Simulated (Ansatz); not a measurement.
SiNH$_{3}$ (SMILES N[SiH]), closed shell: a single point displaced at random from its PBE0-D4/def2-TZVP minimum.

Input (in.yaml):

```yaml
crystal:
  periodic: [false, false, false]
  atoms:
    - {symbol: N, position_ang: [-0.265101, -0.474398, 0.118920]}
    - {symbol: Si, position_ang: [0.018739, 0.963162, 0.516884]}
    - {symbol: H, position_ang: [0.012510, -0.955994, -0.420283]}
    - {symbol: H, position_ang: [-0.948531, -0.955455, 0.537940]}
    - {symbol: H, position_ang: [1.030885, 1.221669, -0.632305]}
basis:
  gaussian: {orbitals: def2-TZVPP}
correlation: {method: ccsd_t}
output: {forces: true}
```

An equivalent command:

```bash
ansatz run in.yaml --threads 2 --pin off --events-out ev --progress --plain
```

Output of Ansatz 0.2.0:

```
Functional definition: HF
  name "HF"
  cite "Fock, Z. Phys. 61, 126 (1930) doi:10.1007/BF01340294"
  parent pbe
  exchange = exact_x
  correlation = 0
660 factors; integrals over basis functions are off by at most 7.2e-4 eV
mean field evaluation 1: about -9386.1141 eV, gradient 4.0e1 eV
mean field evaluation 2: about -9386.1156 eV, gradient 4.0e1 eV
mean field evaluation 4: about -9389.0018 eV, gradient 2.4e0 eV
mean field evaluation 8: about -9389.0260 eV, gradient 9.3e-2 eV
mean field evaluation 16: about -9389.0255 eV, gradient 3.6e-1 eV
mean field -9389.02602509 eV, -345.0403423115 hartree, gradient 8.1e-6 eV, S^2 0.000000; 0 other end points of the search recorded, 0 dependent functions left out
6 core orbitals not correlated: weight in the atoms' cores, before any rotation towards them, 1.000 or more for the frozen orbitals, at most 0.000 for the correlated occupied ones
reference -9389.02602509 eV, -345.0403423115 hartree; 6, 6 occupied and 103, 103 virtual orbitals, 660 factors
second order -8.55924897 eV of doubles, -0.00000000 eV of singles
cycle   1  -9.01369321 eV  change   -4.5e-1 eV  update   6.7e-2
cycle   2  -9.27569275 eV  change   -2.6e-1 eV  update   2.4e-2
cycle   3  -9.30601818 eV  change   -3.0e-2 eV  update   9.9e-3
cycle   4  -9.29953007 eV  change    6.5e-3 eV  update   2.9e-3
cycle   5  -9.29997890 eV  change   -4.5e-4 eV  update   9.6e-4
cycle   6  -9.29987548 eV  change    1.0e-4 eV  update   2.7e-4
cycle   7  -9.29984524 eV  change    3.0e-5 eV  update   8.2e-5
cycle   8  -9.29987466 eV  change   -2.9e-5 eV  update   3.0e-5
cycle   9  -9.29986774 eV  change    6.9e-6 eV  update   1.3e-5
cycle  10  -9.29986673 eV  change    1.0e-6 eV  update   5.8e-6
cycle  11  -9.29986931 eV  change   -2.6e-6 eV  update   2.5e-6
perturbative correction -0.31916487 eV, -0.0117290926 hartree
the calculation of the forces begins
Total energy: -9398.64505926 eV, -345.3938352974 hartree
Atom 0 at    -0.265101    -0.474398     0.118920 Å, force    -7.919234     7.266106    12.314385 eV/Å
Atom 1 at     0.018739     0.963162     0.516884 Å, force     2.001557     8.719264     1.866750 eV/Å
Atom 2 at     0.012510    -0.955994    -0.420283 Å, force     9.200095   -14.105514   -17.030040 eV/Å
Atom 3 at    -0.948531    -0.955455     0.537940 Å, force    -3.244813    -1.930381     2.520863 eV/Å
Atom 4 at     1.030885     1.221669    -0.632305 Å, force    -0.037605     0.050525     0.328042 eV/Å
Dipole moment:    -0.136612    -0.533740    -0.121257 e Å
```

The lines “mean field evaluation” count trial sets of orbitals through the whole run, from several starts and some on an approximate energy, so they need not fall steadily or lie above the final value.

Time: 9.5 s of wall clock on 2 CPU threads; the host was shared. Peak host memory: 0.7 GiB.
